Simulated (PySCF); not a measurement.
# Al3: doublet, from a equilateral triangle start

Where does doublet Al3 go from a equilateral triangle start, is the end point a minimum, and what are its modes, charges and moments?

Program: PySCF 2.14.0. Level of theory: PBE0, basis Al def2-TZVP, no relativity, density fitting. These are calculated values, not measurements.

## (1) The system as given

3 atoms, charge 0, spin multiplicity 2.

Bond lengths: Al1–Al2 2.520 Å, Al1–Al3 2.520 Å, Al2–Al3 2.520 Å. Angles: Al2–Al1–Al3 60.0°, Al1–Al2–Al3 60.0°, Al1–Al3–Al2 60.0°.

Z-matrix (Å, degrees; charge 0 multiplicity 2):
```
Al
Al 1 2.5200
Al 2 2.5200 1 60.00
```

## (2) Finding the electronic state

The steps below are one call of a driver around PySCF. For each, scf.py gives the equivalent set-up of the SCF; relaxations use the driver's own optimiser. After this first run the driver tries any further starts and a stability analysis.

The input, scf.py:

```python
from pyscf import gto, scf, dft
mol = gto.M(atom='''
Al     0.727470    -1.260010     0.000000
Al    -1.454930     0.000000     0.000000
Al     0.727460     1.260000     0.000000''',
    basis={'Al': 'def2-TZVP'},
    charge=0, spin=1)
mf = dft.UKS(mol, xc='PBE0')
mf.grids.atom_grid = (50, 194)
aux = {'Al': 'def2-universal-JKFIT'}
mf = mf.density_fit(auxbasis=aux)
mf.conv_tol = 1e-08
mf.diis_space = 10
mf.max_cycle = 60
mf.init_guess = 'minao'
mf.verbose = 4
mf.kernel()
```

Command:

```console
$ OMP_NUM_THREADS=4 python axn.py task.json out
```

The log of the run:

```text
init E= -727.088592826202
[... the frontier-level lines of each cycle are left out ...]
cycle= 1 E= -726.871276618529  delta_E= 0.217  |g|= 0.154  |ddm|= 1.16
cycle= 2 E= -726.873948926233  delta_E= -0.00267  |g|= 0.127  |ddm|= 0.323
cycle= 3 E= -726.887869649323  delta_E= -0.0139  |g|= 0.0238  |ddm|= 0.186
cycle= 4 E= -726.888466379427  delta_E= -0.000597  |g|= 0.00666  |ddm|= 0.0399
cycle= 5 E= -726.888714804297  delta_E= -0.000248  |g|= 0.00323  |ddm|= 0.0334
cycle= 6 E= -726.888813368558  delta_E= -9.86e-05  |g|= 0.00106  |ddm|= 0.0289
cycle= 7 E= -726.888823674532  delta_E= -1.03e-05  |g|= 0.000138  |ddm|= 0.0117
cycle= 8 E= -726.888823677688  delta_E= -3.16e-09  |g|= 0.000212  |ddm|= 0.000768
cycle= 9 E= -726.888823733043  delta_E= -5.54e-08  |g|= 1.49e-05  |ddm|= 0.000353
cycle= 10 E= -726.888823733489  delta_E= -4.45e-10  |g|= 2.23e-06  |ddm|= 4.01e-05
Extra cycle  E= -726.888823733504  delta_E= -1.5e-11  |g|= 9.17e-07  |ddm|= 5.68e-06
converged SCF energy = -726.888823733504  <S^2> = 0.80514849  2S+1 = 2.0544084
```

This step, with its further starts and checks, took 8 s on 4 threads of Intel Xeon 6975P-C (Granite Rapids), shared host.

The starts that the driver tried:

```csv
start,energy (Eh)
the minimal-basis guess,-726.888824
a thermally smeared density,-726.888824
a smeared PBE density,-726.888824
```

No lower solution of this spin turned up from the other starts or in the test of internal stability.

## (3) Equilateral triangle start, doublet: relaxation

The program finds D3h symmetry in the start, which this walk keeps. Threshold on the gradient: 0.0003 Eh/bohr, with a further test on the energy change.

scf.py: that of step 2 with these lines changed.

```diff
@@ -3,3 +3,3 @@
-Al     0.727470    -1.260010     0.000000
-Al    -1.454930     0.000000     0.000000
-Al     0.727460     1.260000     0.000000''',
+Al     0.727466    -1.260005     0.000000
+Al    -1.454929    -0.000001     0.000000
+Al     0.727464     1.260006     0.000000''',
@@ -15 +14,0 @@
-mf.init_guess = 'minao'
```

Energy and gradient, step by step:

```csv
step,energy (Eh),change (kJ/mol),largest symmetric gradient (Eh/bohr)
0,-726.888824,0.00,0.00145
1,-726.888837,-0.04,0.00094
2,-726.888847,-0.06,0.00002
```

The walk took 2.6 s.

It settles in D3h symmetry, 0.1 kJ/mol below the start, after 2 steps: Al–Al 2.510 Å (×3); Al–Al–Al 60.0° (×3).

## (4) Hessian and properties

The point is checked on the finer grid, and tightened if its gradient asks for it. The Hessian and the dipole derivatives come from central differences of analytic gradients, with steps of 0.02 bohr.

scf.py: that of step 3 with these lines changed.

```diff
@@ -3,3 +3,3 @@
-Al     0.727466    -1.260005     0.000000
-Al    -1.454929    -0.000001     0.000000
-Al     0.727464     1.260006     0.000000''',
+Al     0.724584    -1.255015     0.000000
+Al    -1.449167    -0.000001     0.000000
+Al     0.724582     1.255016     0.000000''',
@@ -9 +9 @@
-mf.grids.atom_grid = (50, 194)
+mf.grids.atom_grid = (75, 302)
@@ -12 +12 @@
-mf.conv_tol = 1e-08
+mf.conv_tol = 1e-10
```

This SCF starts from the last density.

Log of the central SCF (cycles and frontier levels):

```text
init E= -726.88886024893
[... the frontier-level lines of each cycle are left out ...]
cycle= 1 E= -726.888860248934  delta_E= -3.87e-12  |g|= 9.7e-07  |ddm|= 4.38e-06
Extra cycle  E= -726.888860248934  delta_E= 3.41e-13  |g|= 1.11e-06  |ddm|= 3.63e-06
converged SCF energy = -726.888860248934  <S^2> = 0.80564532  2S+1 = 2.054892
```

The whole step took 16 s.

Geometry: D3h; Al–Al 2.510 Å (×3); Al–Al–Al 60.0° (×3).

Harmonic modes (main isotopes):

| symmetry | ω (cm⁻¹) | IR (km/mol) | μ (u) |
| --- | --- | --- | --- |
| e' | 245 | 4.9 | 26.98 |
| a1' | 366 | 0.0 | 26.98 |

All wavenumbers are real: a minimum.

Properties at this point:

| Item | Value |
| --- | --- |
| Dipole moment | 0.00 D |
| Highest occupied level | -4.93 eV |
| Lowest empty level | -2.97 eV |
| Rotational constants | 0.1983, 0.1983, 0.09917 cm⁻¹ |
| Zero-point energy | 5.1 kJ/mol |
| Principal polarisabilities | 123.7, 162.6, 162.6 bohr³ |
| Atomisation energy without zero-point energy | 373 kJ/mol |
| Principal traceless quadrupole moments about the centre of mass | -9.30, 4.65, 4.65 D Å |
| Entropy at 298.15 K and 1 bar (electronic part: spin only) | 280.7 J/(mol K) |
| Heat capacity Cp at 298.15 K | 54.5 J/(mol K) |
| Enthalpy at 298.15 K above 0 K | 13.41 kJ/mol |
| Rotational symmetry number | 6 |
| Spin squared ⟨S²⟩ | 0.806 |

Charges (e) and bond orders:

```csv
atom,Mulliken,Löwdin,polar tensor,spin (Mulliken),Mayer order to Al1
Al1,0.00,0.00,0.00,0.33,–
"Al2,3",0.00,0.00,0.00,0.33,1.11
```

Mulliken populations on Al1: s 5.69, p 7.21, d 0.09, f 0.01.

## (5) What came out

```
                                          quantity                                    value
                                           minimum                             doublet, D3h
                                          geometry  Al–Al 2.510 Å (×3); Al–Al–Al 60.0° (×3)
                                wavenumbers (cm⁻¹)                      245 (e'), 366 (a1')
                                     dipole moment                                   0.00 D
highest occupied, lowest empty level (either spin)                          -4.93, -2.97 eV
                        polar-tensor charge of Al1                                  -0.00 e
                                 zero-point energy                               5.1 kJ/mol
                               entropy at 298.15 K                          280.7 J/(mol K)
         atomisation energy (no zero-point energy)                               373 kJ/mol
                                              ⟨S²⟩                                    0.806
```

In words: The equilateral triangle start keeps its D3h symmetry and ends in a minimum. In the infrared the band at 245 cm⁻¹ (e') leads. Other starts or spin states, not run here, may lie lower.

The search up to here took 27 s.
